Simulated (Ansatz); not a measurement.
We consider hexagonal BN, described by r²SCAN+rVV10 (plane waves, PAW; Ansatz, a quantum-chemistry and plane-wave program).

Rigid layers of the crystal as relaxed at this level are moved apart or together:

```csv
run,k mesh,layer repeat (Å),energy against free layers (meV/Å²),gap on the mesh (eV)
1,18×18×6,3.03,-19.27,4.640
2,18×18×6,3.18,-21.59,4.701
3,18×18×6,3.33,-21.71,4.766
4,18×18×6,3.53,-20.03,4.882
5,18×18×6,3.83,-16.12,4.703
6,18×18×4,4.33,-10.16,4.375
7,18×18×4,5.33,-4.13,4.308
8,18×18×4,7.33,-1.15,4.769
```

The lowest energy of these points lies at a layer repeat of 3.33 Å.
